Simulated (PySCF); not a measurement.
Compound: silanimine, H₃NSi.
Atom-mapped SMILES: `[NH:1]=[SiH2:2]` (hydrogens: H3 on N1; H4, H5 on Si2)

Computed, not measured: PySCF, PBE0-D3(BJ)/def2-TZVP geometry optimisation, gas phase.

Question: List the bond lengths and angles at this level.

Answer: 
```json
{"bond": "N1=Si2", "length (pm)": "159.2"}
{"bond": "N1–H3", "length (pm)": "101.2"}
{"bond": "Si2–H4", "length (pm)": "147.7"}
{"bond": "Si2–H5", "length (pm)": "149.0"}
```

A selection of angles:
```json
{"angle": "Si2–N1–H3", "degrees": "121.5"}
{"angle": "N1–Si2–H4", "degrees": "118.1"}
{"angle": "N1–Si2–H5", "degrees": "129.4"}
{"angle": "H4–Si2–H5", "degrees": "112.5"}
```

Si2 (silicon bonded to N and 2 H) is planar (angles 129.4°, 118.1° and 112.5°, sum 360.0°, 0.00 Å off the plane of its three neighbours).

Point group: Cs (every atom within 0.08 Å of its image). Whether it is a minimum is left open (no frequencies).
